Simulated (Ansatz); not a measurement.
Rock-salt BaS, treated with r²SCAN0 (Ansatz, a quantum-chemistry and plane-wave program, PAW).

Settings: plane-wave cutoff 520 eV, 8×8×8 k mesh, Fermi–Dirac smearing 0.01 eV, scalar-relativistic PAW data made under PBE.

The cell is scaled about its equilibrium volume:

| V (Å³/atom) | P (GPa) | direct gap at Γ (eV) | smallest gap on the k mesh (eV) |
|---|---|---|---|
| 31.310 | 2.66 | 5.926 | 3.943 |
| 31.890 | 1.65 | 5.817 | 3.974 |
| 32.957 | 0.02 | 5.627 | 4.023 |
| 33.781 | -1.05 | 5.488 | 4.055 |
| 34.605 | -1.99 | 5.356 | 4.084 |

The fundamental gap (4.02 eV at the equilibrium volume, on the SCF mesh) lies elsewhere than Γ–Γ.

Spin–orbit coupling is not included.
